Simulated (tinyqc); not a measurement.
Worked calculation: extended Hueckel theory, for BH3+. The parameters take no account of the charge, which enters only through the electron count. One step of it, computed by the program tinyqc.

Task: Orbitals. Solve H C = S C e through S^(-1/2); fill by pairs from the bottom, a degenerate level sharing its electrons equally; each orbital has its largest coefficient positive (the first on a tie).

H (eV):
```
             1B 2s      1B 2px     1B 2py     1B 2pz       2H 1s       3H 1s       4H 1s
1B 2s   -15.200000    0.000000   0.000000   0.000000  -11.948664  -11.953052  -11.953052
1B 2px    0.000000   -8.500000   0.000000   0.000000  -10.389288    5.193160    5.193160
1B 2py    0.000000    0.000000  -8.500000   0.000000    0.000000   -9.000911    9.000911
1B 2pz    0.000000    0.000000   0.000000  -8.500000    0.220868    0.220986    0.220986
2H 1s   -11.948664  -10.389288   0.000000   0.220868  -13.600000   -1.993340   -1.993340
3H 1s   -11.953052    5.193160  -9.000911   0.220986   -1.993340  -13.600000   -1.992615
4H 1s   -11.953052    5.193160   9.000911   0.220986   -1.993340   -1.992615  -13.600000
```

overlap S:
```
           1B 2s     1B 2px     1B 2py     1B 2pz      2H 1s      3H 1s      4H 1s
1B 2s   1.000000   0.000000   0.000000   0.000000   0.473320   0.473494   0.473494
1B 2px  0.000000   1.000000   0.000000   0.000000   0.522010  -0.260931  -0.260931
1B 2py  0.000000   0.000000   1.000000   0.000000   0.000000   0.452251  -0.452251
1B 2pz  0.000000   0.000000   0.000000   1.000000  -0.011098  -0.011103  -0.011103
2H 1s   0.473320   0.522010   0.000000  -0.011098   1.000000   0.083754   0.083754
3H 1s   0.473494  -0.260931   0.452251  -0.011103   0.083754   1.000000   0.083723
4H 1s   0.473494  -0.260931  -0.452251  -0.011103   0.083754   0.083723   1.000000
```

valence electrons = 5

Give: orbital energies; occupations; coefficients; sum of one-electron energies.

Result:

orbital energies (eV): -19.495  -14.660  -14.659  -8.502  8.497  8.522  16.739

occupations: 2.000  2.000  1.000  0.000  0.000  0.000  0.000

coefficients:
```
          MO1     MO2     MO3     MO4     MO5     MO6     MO7
1B 2s   0.537   0.000   0.000   0.022   0.001   0.000   1.439
1B 2px  0.000   0.000   0.394   0.000   1.284   0.000  -0.001
1B 2py  0.000   0.394   0.000   0.000   0.000   1.285   0.000
1B 2pz  0.000   0.000   0.000   1.000   0.000   0.000  -0.037
2H 1s   0.283   0.000   0.591  -0.006  -0.982   0.000  -0.770
3H 1s   0.283   0.512  -0.295  -0.006   0.490  -0.851  -0.771
4H 1s   0.283  -0.512  -0.295  -0.006   0.490   0.851  -0.771
```

sum of one-electron energies = -82.969 eV
